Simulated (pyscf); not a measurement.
Four-centre exchange: Cl–C•(Cl)–Cl (SMILES Cl[C](Cl)Cl) + HCl (SMILES Cl) -> HCl (SMILES Cl) + Cl–C•(Cl)–Cl (SMILES Cl[C](Cl)Cl)

Gas phase, doublet surface, charge 0. Bonds broken: Cl1–C2, Cl5–H6. Bonds formed: Cl1–H6, C2–Cl5. Structures and frequencies: ωB97X-D3(BJ)/def2-SVP in PySCF.

Transition state (Å):

```xyz
6

Cl    -0.0332     0.7571     1.3154
C     -1.5143    -0.4206     0.0184
Cl    -1.3230    -2.0860     0.1402
Cl    -3.0846     0.1729     0.1012
Cl    -0.2847     0.5088    -1.6807
H      0.1405     0.8649    -0.2268
```

One imaginary mode, 1302i cm⁻¹; descent along it reached the two sides named.

```csv
bond,change,reactant side (Å),saddle,product side
Cl1–C2,breaks,1.719,2.294,3.4
Cl5–H6,breaks,1.285,1.556,2.562
Cl1–H6,forms,2.564,1.556,1.285
C2–Cl5,forms,3.4,2.294,1.719
```

Electronic energies relative to the separated reactants (kcal/mol):

| level | barrier | reaction energy | reverse barrier |
|---|---|---|---|
| ωB97X-D3(BJ)/def2-TZVP | 48.6 | 0.0 | 48.6 |
| PBE/def2-TZVP | 32.4 | 0.0 | 32.4 |
| r²SCAN/def2-TZVP | 35.5 | 0.0 | 35.5 |
| B3LYP-D3(BJ)/def2-TZVP | 38.4 | 0.0 | 38.4 |
| PBE0-D3(BJ)/def2-TZVP | 41.1 | 0.0 | 41.1 |
| M06-2X/def2-TZVP | 46.2 | 0.0 | 46.2 |
| ωB97M-D3(BJ)/def2-TZVP | 47.3 | 0.0 | 47.3 |
| HF/def2-TZVP | 73.1 | 0.0 | 73.1 |

With ωB97M-D3(BJ)/def2-TZVP energies and thermal terms (ideal gas, 1 atm, RRHO with modes under 100 cm⁻¹ raised to 100, one conformer, R ln 2 for rigid chiral ones), in kcal/mol:

| T (K) | ΔH‡ | ΔG‡ | ΔH | ΔG |
|---|---|---|---|---|
| 298 | 45.4 | 54.9 | 0.0 | 0.0 |
| 600 | 45.7 | 64.4 | 0.0 | 0.0 |
| 900 | 46.3 | 73.7 | 0.0 | 0.0 |
| 1200 | 46.8 | 82.7 | 0.0 | 0.0 |

The same reactants have a lower exit, to Cl–CH(Cl)–Cl + Cl• (barrier +9.4 kcal/mol at ωB97M-D3(BJ), against +47.3 kcal/mol here). One saddle was located; it need not be the lowest between these sides.
